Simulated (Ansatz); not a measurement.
Working through a relaxed scan of one distance of H₃O₂P, SMILES OPO

With the Ansatz DFT code, driven from Python.

Run as a notebook:

```python
import warnings

import ansatz as az
from ase import Atoms
import numpy as np

params = {
    'basis_set': 'def2-SVP',
    'functional': 'B3LYP',
}
```

```python
warnings.simplefilter('ignore', az.DeckWarning)
```

```python
atoms = Atoms(['O', 'P', 'O', 'H', 'H', 'H'], positions=[
    (-0.5918, -0.7862, -0.3987),
    (0.4033, 0.4808, -0.4977),
    (1.0916, 0.1362, 0.8885),
    (-1.1105, -0.7656, -1.2326),
    (-0.4379, 1.5236, -0.0658),
    (0.6873, -0.6529, 1.2601),
])
h3o2p = az.Crystal.molecule_from_ase(atoms)
```

```python
setup = (
    h3o2p.calculation()
    .basis(gaussian=params['basis_set'])
    .functional(params['functional'])
)
symbols = [site.symbol for site in h3o2p.cartesian_sites]
pairs = [(0, 1), (0, 3), (1, 2), (1, 4), (2, 5)]
print('held (A)   E (eV)        ', '  '.join(f'{symbols[i]}{i}-{symbols[j]}{j}' for i, j in pairs))
for length in [0.9, 0.98, 1.06, 1.18, 1.33]:
    data = setup.relax(constraints=[az.DistanceConstraint((0, 3), at=length)], force_tolerance=0.02, max_steps=60).run(threads=1).report
    xyz = np.array(data['positions_ang'])
    print(f'{length:6.2f} {data["free_energy_ev"]:14.5f}  ', '  '.join(f'{np.linalg.norm(xyz[i] - xyz[j]):.3f}' for i, j in pairs))
```

    held (A)   E (eV)         O0-P1  O0-H3  P1-O2  P1-H4  O2-H5
      0.90   -13426.30086   1.673  0.900  1.658  1.438  0.970
      0.98   -13426.43293   1.675  0.980  1.659  1.439  0.969
      1.06   -13426.26133   1.676  1.060  1.659  1.440  0.970
      1.18   -13425.71548   1.678  1.180  1.660  1.441  0.970
      1.33   -13424.85712   1.677  1.330  1.660  1.443  0.970

Total energies depend on the basis set; only differences at equal settings carry meaning. The energies are electronic: no zero-point or thermal terms, and the basis set is short of its limit. b3lyp holds the VWN-RPA fit, as in Gaussian; the form of ORCA and Turbomole is b3lyp5. The script silences the warnings on its input, which a real study should read. Run time: 60 s on 1 thread of AMD EPYC 9B14 (Zen 4), on a shared host, peak memory 0.2 GiB.
